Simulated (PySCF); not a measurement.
**NS₂⁺: relaxation and vibrations of the triplet**

Where does triplet NS₂⁺ go from a end-on start, is the end point a minimum, and what are its modes, charges and moments?

The runs use PySCF 2.14.0; PBE0, basis N def2-TZVP, S def2-TZVP, no relativity, density fitting.

## 1. Starting geometry

3 atoms, charge 1, spin multiplicity 3.

Bond lengths: N1–S2 1.792 Å, S2–S3 2.047 Å. Angles: N1–S2–S3 119.9°.

Z-matrix (Å, degrees; charge 1 multiplicity 3):
```
N
S  1 1.7922
S  2 2.0470 1 119.89
```

## 2. The SCF at the typed geometry

One driver script runs all steps and calls PySCF; scf.py shows how it sets up the SCF of each step. The optimiser is the driver's own. After this first run the driver tries any further starts and a stability analysis.

File scf.py:

```python
from pyscf import gto, scf, dft
mol = gto.M(atom='''
N      0.000000     0.000000     0.000000
S      0.000000     0.000000     1.792200
S      1.774800     0.000000     2.812200''',
    basis={'N': 'def2-TZVP', 'S': 'def2-TZVP'},
    charge=1, spin=2)
mf = dft.UKS(mol, xc='PBE0')
mf.grids.atom_grid = (50, 194)
aux = {'N': 'def2-universal-JKFIT', 'S': 'def2-universal-JKFIT'}
mf = mf.density_fit(auxbasis=aux)
mf.conv_tol = 1e-08
mf.diis_space = 10
mf.max_cycle = 60
mf.init_guess = 'minao'
mf.verbose = 4
mf.kernel()
```

Started as:

```sh
$ OMP_NUM_THREADS=2 python axn.py task.json out
```

The log of the run:

```text
init E= -850.701874762009
[... the frontier-level lines of each cycle are left out ...]
cycle= 1 E= -850.199445667487  delta_E= 0.502  |g|= 0.451  |ddm|= 1.27
cycle= 2 E= -848.27033723988  delta_E= 1.93  |g|=  1.8  |ddm|=  1.4
cycle= 3 E= -850.323792564025  delta_E= -2.05  |g|= 0.161  |ddm|= 1.22
cycle= 4 E= -850.330889577552  delta_E= -0.0071  |g|= 0.144  |ddm|= 0.238
cycle= 5 E= -850.341241196627  delta_E= -0.0104  |g|= 0.0673  |ddm|= 0.112
cycle= 6 E= -850.344716688917  delta_E= -0.00348  |g|= 0.0284  |ddm|= 0.0671
cycle= 7 E= -850.346520725231  delta_E= -0.0018  |g|= 0.00962  |ddm|= 0.0682
cycle= 8 E= -850.346777317104  delta_E= -0.000257  |g|= 0.00471  |ddm|= 0.0258
cycle= 9 E= -850.346831823895  delta_E= -5.45e-05  |g|= 0.00149  |ddm|= 0.0147
cycle= 10 E= -850.346836645097  delta_E= -4.82e-06  |g|= 0.000551  |ddm|= 0.0038
cycle= 11 E= -850.346837682437  delta_E= -1.04e-06  |g|= 0.000243  |ddm|= 0.00195
cycle= 12 E= -850.346837859828  delta_E= -1.77e-07  |g|= 0.000104  |ddm|= 0.000894
cycle= 13 E= -850.346837881698  delta_E= -2.19e-08  |g|= 3.03e-05  |ddm|= 0.000312
cycle= 14 E= -850.346837884021  delta_E= -2.32e-09  |g|= 1.6e-05  |ddm|= 8.91e-05
Extra cycle  E= -850.346837884572  delta_E= -5.51e-10  |g|= 1.27e-05  |ddm|= 3.91e-05
converged SCF energy = -850.346837884572  <S^2> = 2.2283989  2S+1 = 3.1485863
```

This step, with its further starts and checks, needed 22 s of wall time on 2 threads of Intel Xeon Platinum 8259CL at 2.50GHz (Skylake/Cascade Lake), shared host.

Energies from each starting density:

```
                      start  energy (Eh)
    the minimal-basis guess  -850.346838
a thermally smeared density  -850.346838
      a smeared PBE density  -850.348049
```

This is not the lowest solution: one lies 5.1 kJ/mol lower, at -850.34880 Eh, and the relaxation starts from that.

## 3. End-on start, triplet: relaxation

The program finds Cs symmetry in the start, which this walk keeps.

Edit scf.py of step 2 so:

```diff
@@ -3,3 +3,3 @@
-N      0.000000     0.000000     0.000000
-S      0.000000     0.000000     1.792200
-S      1.774800     0.000000     2.812200''',
+N     -0.727980     0.000000    -1.888614
+S     -0.727980     0.000000    -0.096414
+S      1.046820     0.000000     0.923586''',
@@ -15 +14,0 @@
-mf.init_guess = 'minao'
```

Energy and gradient, step by step:

```
step  energy (Eh)  change (kJ/mol)  largest symmetric gradient (Eh/bohr)
   0  -850.348796             0.00                               0.06492
   1  -850.371608           -59.89                               0.04790
   2  -850.378559           -78.14                               0.03901
   3  -850.380419           -83.03                               0.02034
   4  -850.381184           -85.04                               0.00668
   5  -850.381350           -85.47                               0.00256
   6  -850.381394           -85.59                               0.00077
   7  -850.381396           -85.59                               0.00005
```

The walk took 27 s.

Geometry (Å) and forces (eV/Å) at some steps:

```
step 0
N   -0.728   0.000  -1.889   0.549   0.000   3.338
S   -0.728   0.000  -0.096   1.339   0.000  -1.697
S    1.047   0.000   0.924  -1.888   0.001  -1.641
step 1
N   -0.652   0.000  -1.762   0.157   0.000   2.463
S   -0.738   0.000  -0.109   0.036  -0.001  -2.085
S    0.981   0.000   0.809  -0.192   0.001  -0.378
step 4
N   -0.627   0.000  -1.674  -0.048   0.000  -0.009
S   -0.752   0.000  -0.163  -0.296   0.000  -0.220
S    0.970   0.000   0.775   0.344   0.000   0.230
step 7
N   -0.635   0.000  -1.679  -0.002   0.000  -0.003
S   -0.757   0.000  -0.172   0.003   0.000   0.002
S    0.983   0.000   0.789  -0.001   0.000   0.000
```

It settles in Cs symmetry, 85.6 kJ/mol below the start, after 7 steps: N–S 1.511 Å, S–S 1.989 Å; N–S–S 114.3°.

## 4. Hessian and properties

On the finer grid the gradient is checked again; gradients at displacements of ±0.02 bohr then give force constants and infrared intensities.

Edit scf.py of step 3 so:

```diff
@@ -3,3 +3,3 @@
-N     -0.727980     0.000000    -1.888614
-S     -0.727980     0.000000    -0.096414
-S      1.046820     0.000000     0.923586''',
+N     -0.613827     0.000000    -1.630385
+S     -0.735683     0.000000    -0.123992
+S      1.004709     0.000000     0.838176''',
@@ -9 +9 @@
-mf.grids.atom_grid = (50, 194)
+mf.grids.atom_grid = (75, 302)
@@ -12 +12 @@
-mf.conv_tol = 1e-08
+mf.conv_tol = 1e-10
```

The driver hands on the density of the step before, so the log starts near convergence.

Log of the central SCF (cycles and frontier levels):

```text
init E= -850.38141241274
[... the frontier-level lines of each cycle are left out ...]
cycle= 1 E= -850.38141241271  delta_E= 3e-11  |g|= 1e-05  |ddm|= 1.43e-05
cycle= 2 E= -850.381412412502  delta_E= 2.08e-10  |g|= 2.04e-05  |ddm|= 2.71e-05
cycle= 3 E= -850.381412412768  delta_E= -2.66e-10  |g|= 5.34e-06  |ddm|= 1.93e-05
cycle= 4 E= -850.381412412783  delta_E= -1.44e-11  |g|= 9.18e-07  |ddm|= 3.45e-06
Extra cycle  E= -850.38141241279  delta_E= -6.82e-12  |g|= 9.26e-07  |ddm|= 2.63e-06
converged SCF energy = -850.38141241279  <S^2> = 2.0279111  2S+1 = 3.0185501
```

The whole step took 66 s.

Geometry: Cs; N–S 1.511 Å, S–S 1.989 Å; N–S–S 114.3°.

Modes, for the most abundant isotopes:

```json
{"symmetry": "a'", "ω (cm⁻¹)": "290", "IR (km/mol)": "10.0"}
{"symmetry": "a'", "ω (cm⁻¹)": "471", "IR (km/mol)": "11.4"}
{"symmetry": "a'", "ω (cm⁻¹)": "1071", "IR (km/mol)": "19.3"}
```

Every mode is real; the point is a minimum.

Constants and moments:

| Quantity | Value |
| --- | --- |
| Dipole moment about the centre of mass | 1.55 D |
| Highest occupied level | -15.12 eV |
| Lowest empty level | -12.19 eV |
| Rotational constants | 1.241, 0.1662, 0.1466 cm⁻¹ |
| Zero-point energy | 11.0 kJ/mol |
| Principal polarisabilities | 22.0, 28.4, 59.5 bohr³ |
| Principal traceless quadrupole moments about the centre of mass | -4.73, -2.44, 7.17 D Å |
| Entropy at 298.15 K and 1 bar (electronic part: spin only) | 280.2 J/(mol K) |
| Heat capacity Cp at 298.15 K | 47.1 J/(mol K) |
| Enthalpy at 298.15 K above 0 K | 11.77 kJ/mol |
| Rotational symmetry number | 1 |
| Spin squared ⟨S²⟩ | 2.028 |

Populations by atom (charges in e):

```
atom  Mulliken  Löwdin  polar tensor  spin (Mulliken)  Mayer order to N1
  N1      0.05   -0.10          0.15             0.96                  –
  S2      0.56    0.65          0.54            -0.04               1.98
  S3      0.39    0.45          0.32             1.08               0.33
```

Outer orbital energies (eV). α occupied: -29.78, -24.11, -20.17, -19.02, -19.00, -16.59, -16.08, -15.64; empty: -10.69, -7.60, -6.04, -1.78. β occupied: -170.72, -33.77, -28.38, -23.01, -18.80, -18.80, -17.86, -15.12; empty: -12.19, -11.37, -10.20, -6.58.

Mulliken populations on N1: s 3.87, p 3.02, d 0.05, f 0.00.

## 5. Outcome

| quantity | value |
| --- | --- |
| minimum | triplet, Cs |
| geometry | N–S 1.511 Å, S–S 1.989 Å; N–S–S 114.3° |
| wavenumbers (cm⁻¹) | 290 (a'), 471 (a'), 1071 (a') |
| dipole moment (centre of mass) | 1.55 D |
| highest occupied, lowest empty level (either spin) | -15.12, -12.19 eV |
| polar-tensor charge of N1 | +0.15 e |
| zero-point energy | 11.0 kJ/mol |
| entropy at 298.15 K | 280.2 J/(mol K) |
| ⟨S²⟩ | 2.028 |

What this shows: The end-on start keeps its Cs symmetry and ends in a minimum. The strongest infrared band lies at 1071 cm⁻¹ (a'). The first SCF alone would have been 5 kJ/mol too high. Other starts or spin states, not run here, may lie lower.

The search up to here took 1.9 min.
